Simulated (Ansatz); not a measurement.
# Si2H+ (SMILES [Si+]#[SiH]): functionals against CCSD(T) at one geometry

How do the functionals fare away from a minimum? The structure is a frame of a short trajectory.

Program: Ansatz 0.2.0, Gaussian basis. Level of theory: single points in def2-TZVPP. These are calculated values, not measurements.

Correlated methods freeze the cores.

**1. Where the work starts**

3 atoms, charge 1, spin multiplicity 1.

Atoms are counted from 1 here; the program's logs count them from 0.

Bond lengths: Si1–Si2 2.229 Å, Si2–H3 1.515 Å. Angles: Si1–Si2–H3 172.9°.

Coordinates:

```xyz
3

Si   -1.5996    0.7953   -0.8277
Si    0.2232   -0.1102    0.0811
H     1.3464   -0.8487    0.7789
```

**2. PBE-D4/def2-TZVPP**

Contents of run/in.yaml:

```yaml
crystal:
  periodic: [false, false, false]
  atoms:
    - {symbol: Si, position_ang: [-1.599599, 0.795322, -0.827692]}
    - {symbol: Si, position_ang: [0.223182, -0.110171, 0.081069]}
    - {symbol: H, position_ang: [1.346370, -0.848667, 0.778852]}
basis:
  gaussian: {orbitals: def2-TZVPP}
total_charge: 1
hamiltonian: {xc: pbe, dispersion: d4}
output: {forces: true}
```

Started as:

```bash
$ ansatz run in.yaml --threads 2 --pin off --events-out ev --progress --plain --max-ram 3481MiB
```

What it wrote:

```text
Functional definition: PBE
  name "PBE"
  cite "Perdew, Burke & Ernzerhof, Phys. Rev. Lett. 77, 3865 (1996) doi:10.1103/PhysRevLett.77.3865"
  parent pbe
  parameter kappa = 0.804
  parameter beta = 0.06672455060314922
  exchange = pbe_x(kappa = kappa, mu = beta*pi^2/3)
  correlation = pbe_c(beta = beta)
635 factors; their error is unknown
mean field evaluation 1: about -15750.0060 eV, gradient 2.0e1 eV
mean field evaluation 2: about -15747.6338 eV, gradient 3.0e1 eV
mean field evaluation 4: about -15751.3159 eV, gradient 7.3e0 eV
mean field evaluation 8: about -15751.5079 eV, gradient 3.8e0 eV
mean field evaluation 16: about -15751.5234 eV, gradient 5.3e-4 eV
mean field evaluation 32: about -15751.5219 eV, gradient 3.8e-5 eV
mean field evaluation 64: about -15751.5212 eV, gradient 8.0e-1 eV
mean field -15751.52337921 eV, -578.8578074200 hartree, gradient 1.2e-10 eV, S^2 0.000000; 4 other end points of the search recorded, 0 dependent functions left out
the calculation of the forces begins
reference -15751.52341234 eV, -578.8578086374 hartree; 14, 14 occupied and 84, 84 virtual orbitals, 635 factors
Total energy: -15751.57798680 eV, -578.8598142118 hartree
Atom 0 at    -1.599599     0.795322    -0.827692 Å, force    -0.802419     0.400311    -0.401348 eV/Å
Atom 1 at     0.223182    -0.110171     0.081069 Å, force     0.919785    -0.480233     0.476364 eV/Å
Atom 2 at     1.346370    -0.848667     0.778852 Å, force    -0.117365     0.079922    -0.075016 eV/Å
Dipole moment:     0.122614    -0.088695     0.082339 e Å
```

Run time: 6 s. Hardware: 2 threads of Arm Neoverse V1, shared host; peak memory 0.13 GiB.

**3. r2SCAN-D4/def2-TZVPP**

run/in.yaml, as its differences from that of step 2:

```diff
@@ -9,3 +9,3 @@
 total_charge: 1
-hamiltonian: {xc: pbe, dispersion: d4}
+hamiltonian: {xc: r2scan, dispersion: d4}
 output: {forces: true}
```

Started as:

```bash
$ ansatz run in.yaml --threads 2 --pin off --events-out ev --progress --plain --max-ram 3481MiB
```

What it wrote (excerpt; [...] marks lines left out):

```text
Functional definition: r2SCAN
  name "r2SCAN"
  cite "Furness, Kaplan, Ning, Perdew & Sun, J. Phys. Chem. Lett. 11, 8208 (2020) doi:10.1021/acs.jpclett.0c02405"
  cite "Furness, Kaplan, Ning, Perdew & Sun, J. Phys. Chem. Lett. 11, 9248 (2020) doi:10.1021/acs.jpclett.0c03077"
  parent r2scan
[...]
635 factors; their error is unknown
[...]
mean field -15757.70804637 eV, -579.0850897458 hartree, gradient 1.3e-10 eV, S^2 0.000000; 4 other end points of the search recorded, 0 dependent functions left out
[...]
reference -15757.70805615 eV, -579.0850901053 hartree; 14, 14 occupied and 84, 84 virtual orbitals, 635 factors
Total energy: -15757.71848168 eV, -579.0854732367 hartree
Atom 0 at    -1.599599     0.795322    -0.827692 Å, force    -0.617150     0.310375    -0.310583 eV/Å
Atom 1 at     0.223182    -0.110171     0.081069 Å, force     0.906699    -0.506914     0.495169 eV/Å
Atom 2 at     1.346370    -0.848667     0.778852 Å, force    -0.289549     0.196539    -0.184586 eV/Å
Dipole moment:     0.145581    -0.101632     0.094956 e Å
```

Wall time 27 s (2 threads of Arm Neoverse V1, shared host); peak memory 0.15 GiB.

**4. PBE0-D4/def2-TZVPP**

run/in.yaml, as its differences from that of step 3:

```diff
@@ -9,3 +9,3 @@
 total_charge: 1
-hamiltonian: {xc: r2scan, dispersion: d4}
-output: {forces: true}
+hamiltonian: {xc: pbe0, dispersion: d4}
+output: {forces: true, orbitals: {seedname: orbitals}}
```

Started as:

```bash
$ ansatz run in.yaml --threads 2 --pin off --events-out ev --progress --plain --max-ram 3481MiB
```

What it wrote (excerpt; [...] marks lines left out):

```text
Functional definition: PBE0
  name "PBE0"
  cite "Adamo & Barone, J. Chem. Phys. 110, 6158 (1999) doi:10.1063/1.478522"
[... 2 set-up lines as earlier in the session ...]
[...]
641 factors; their error is unknown
[...]
mean field -15752.73518046 eV, -578.9023402946 hartree, gradient 2.0e-9 eV, S^2 0.000000; 4 other end points of the search recorded, 0 dependent functions left out
[...]
reference -15752.73520526 eV, -578.9023412057 hartree; 14, 14 occupied and 84, 84 virtual orbitals, 641 factors
Total energy: -15752.78107318 eV, -578.9040268209 hartree
Atom 0 at    -1.599599     0.795322    -0.827692 Å, force    -0.509609     0.250101    -0.251737 eV/Å
Atom 1 at     0.223182    -0.110171     0.081069 Å, force     0.812473    -0.444276     0.436108 eV/Å
Atom 2 at     1.346370    -0.848667     0.778852 Å, force    -0.302864     0.194175    -0.184371 eV/Å
Dipole moment:     0.135768    -0.098247     0.091200 e Å
```

Run time: 7.5 s. Hardware: 2 threads of Arm Neoverse V1, shared host; peak memory 0.16 GiB.

**5. wB97M-V/def2-TZVPP**

run/in.yaml, as its differences from that of step 4:

```diff
@@ -9,3 +9,3 @@
 total_charge: 1
-hamiltonian: {xc: pbe0, dispersion: d4}
-output: {forces: true, orbitals: {seedname: orbitals}}
+hamiltonian: {xc: {name: wB97M-V}}
+output: {forces: true}
```

Started as:

```bash
$ ansatz run in.yaml --threads 2 --pin off --events-out ev --progress --plain --max-ram 3481MiB
```

What it wrote (excerpt; [...] marks lines left out):

```text
Functional definition: wB97M-V
  name "wB97M-V"
  cite "Mardirossian & Head-Gordon, J. Chem. Phys. 144, 214110 (2016) doi:10.1063/1.4952647"
  cite "Becke, J. Chem. Phys. 107, 8554 (1997) doi:10.1063/1.475007"
  cite "Vydrov & Van Voorhis, J. Chem. Phys. 133, 244103 (2010) doi:10.1063/1.3521275"
  # Of w^i u^j: cxij and so on, Table III.
[...]
  gx(w, u) = 1 - cx + cx01*u + cx10*w
  gss(w, u) = css00 + css04*u^4 + css10*w + css20*w^2 + css43*w^4*u^3
  gos(w, u) = cos00 + cos10*w + (cos20 + cos21*u)*w^2 + (cos60 + cos61*u)*w^6
[...]
      + integral(e_c_pw_mod_opposite_spin*gos(b97_w_opposite, b97_u_opposite)) + vv10(b, c)
641 factors; their error is unknown
125 factors; integrals over basis functions are off by at most 8.7e-5 eV
[...]
mean field -15758.51556636 eV, -579.1147655583 hartree, gradient 9.1e-9 eV, S^2 0.000000; 2 other end points of the search recorded, 0 dependent functions left out
[...]
reference -15758.51560487 eV, -579.1147669734 hartree; 14, 14 occupied and 84, 84 virtual orbitals, 641 factors
Total energy: -15758.51560487 eV, -579.1147669734 hartree
Atom 0 at    -1.599599     0.795322    -0.827692 Å, force    -0.346369     0.161851    -0.164889 eV/Å
Atom 1 at     0.223182    -0.110171     0.081069 Å, force     0.832401    -0.464843     0.454186 eV/Å
Atom 2 at     1.346370    -0.848667     0.778852 Å, force    -0.486032     0.302992    -0.289297 eV/Å
Dipole moment:     0.103179    -0.081005     0.074149 e Å
```

Run time: 35 s. Hardware: 2 threads of Arm Neoverse V1, shared host; peak memory 0.21 GiB.

**6. CCSD(T)/def2-TZVPP**

run/in.yaml, as its differences from that of step 5:

```diff
@@ -9,3 +9,3 @@
 total_charge: 1
-hamiltonian: {xc: {name: wB97M-V}}
+correlation: {method: ccsd_t}
 output: {forces: true}
```

Started as:

```bash
$ ansatz run in.yaml --threads 2 --pin off --events-out ev --progress --plain --max-ram 3481MiB
```

What it wrote (excerpt; [...] marks lines left out):

```text
Functional definition: HF
  name "HF"
  cite "Fock, Z. Phys. 61, 126 (1930) doi:10.1007/BF01340294"
[... 1 set-up line as earlier in the session ...]
[...]
573 factors; integrals over basis functions are off by at most 7.5e-4 eV
[...]
mean field -15729.25048512 eV, -578.0392936594 hartree, gradient 4.8e-9 eV, S^2 0.000000; 7 other end points of the search recorded, 0 dependent functions left out; unrestricted orbitals would lower it
determinant -15729.25048512 eV, -578.0392936594 hartree, with singles and doubles -15735.03495468 eV, -578.2518689946 hartree
determinant -15729.23842038 eV, -578.0388502881 hartree, with singles and doubles -15735.02510641 eV, -578.2515070775 hartree
determinant -15729.25048512 eV, -578.0392936594 hartree, with singles and doubles -15734.90935443 eV, -578.2472532708 hartree
determinant -15729.23842038 eV, -578.0388502881 hartree, with singles and doubles -15734.90337443 eV, -578.2470335099 hartree
[...]
10 core orbitals not correlated: weight in the atoms' cores, before any rotation towards them, 1.000 or more for the frozen orbitals, at most 0.000 for the correlated occupied ones
reference -15729.25048512 eV, -578.0392936594 hartree; 4, 4 occupied and 84, 84 virtual orbitals, 573 factors
second order -4.65721035 eV of doubles, -0.00000000 eV of singles
cycle   1  -5.65886975 eV  change   -4.4e-7 eV  update   3.1e-6
[...]
cycle   7  -5.65887020 eV  change   -4.8e-9 eV  update   3.1e-9
perturbative correction -0.32434243 eV, -0.0119193644 hartree
[...]
Total energy: -15735.23369775 eV, -578.2591726680 hartree
Atom 0 at    -1.599599     0.795322    -0.827692 Å, force    -0.729840     0.353419    -0.356891 eV/Å
Atom 1 at     0.223182    -0.110171     0.081069 Å, force     1.117011    -0.593152     0.586100 eV/Å
Atom 2 at     1.346370    -0.848667     0.778852 Å, force    -0.387171     0.239733    -0.229209 eV/Å
Dipole moment:     0.137572    -0.097610     0.090930 e Å
```

Run time: 14 s. Hardware: 2 threads of Arm Neoverse V1, shared host; peak memory 0.49 GiB.

**7. Side by side**

| method | RMS force component (eV/Å) | RMS error against CCSD(T) (eV/Å) | angle to CCSD(T) forces (°) |
| --- | --- | --- | --- |
| PBE-D4 | 0.505 | 0.147 | 13.7 |
| r2SCAN-D4 | 0.478 | 0.100 | 1.9 |
| PBE0-D4 | 0.421 | 0.156 | 2.0 |
| wB97M-V | 0.435 | 0.198 | 15.9 |
| CCSD(T) | 0.576 | reference | reference |

Energy less the free neutral atoms in their ground states at the same level (atoms from separate runs):

Differences are taken before rounding.

| method | rung | energy less atoms (kJ/mol) | from CCSD(T) (kJ/mol) |
| --- | --- | --- | --- |
| PBE-D4 | GGA | 224.7 | -27.4 |
| r2SCAN-D4 | meta-GGA | 254.6 | +2.5 |
| PBE0-D4 | hybrid | 252.0 | -0.2 |
| wB97M-V | range-separated hybrid | 221.4 | -30.7 |
| Hartree-Fock | wavefunction | 425.8 | +173.7 |
| MP2 | wavefunction | 270.8 | +18.6 |
| CCSD | wavefunction | 270.4 | +18.2 |
| CCSD(T) | wavefunction | 252.2 | 0 |

What each level took, beside its miss in the forces (shared host):

| method | time | RMS force error (eV/Å) |
| --- | --- | --- |
| PBE-D4 | 6 s | 0.147 |
| r2SCAN-D4 | 27 s | 0.100 |
| PBE0-D4 | 7.5 s | 0.156 |
| wB97M-V | 35 s | 0.198 |
| CCSD(T) | 14 s | 0 |

**8. Outcome**

```
                                  quantity                                                             value
energy less free atoms, CCSD(T)/def2-TZVPP                                                      252.2 kJ/mol
                       RMS force component                              0.421 to 0.576 eV/Å over the methods
                           RMS force error  PBE-D4 0.147, r2SCAN-D4 0.100, PBE0-D4 0.156, wB97M-V 0.198 eV/Å
                    HOMO and LUMO, PBE0-D4                                              -12.03 and -10.65 eV
                             T1 diagnostic                                                             0.021
```

**Reading.** Against CCSD(T) the functionals' energies less atoms differ by -30.7 to +2.5 kJ/mol, PBE-D4 by -27.4 kJ/mol. CCSD(T) in triple zeta still lacks some correlation energy of the bonds, so part of these gaps is its own basis error and they don't rank the functionals. The forces of r2SCAN-D4 come nearest to CCSD(T), those of wB97M-V are farthest. Frozen-core CCSD(T) forces in triple zeta carry basis errors of their own, and this is one geometry, so small gaps rank nothing. The restricted Hartree–Fock reference is unstable towards an unrestricted one at one or more of these structures.
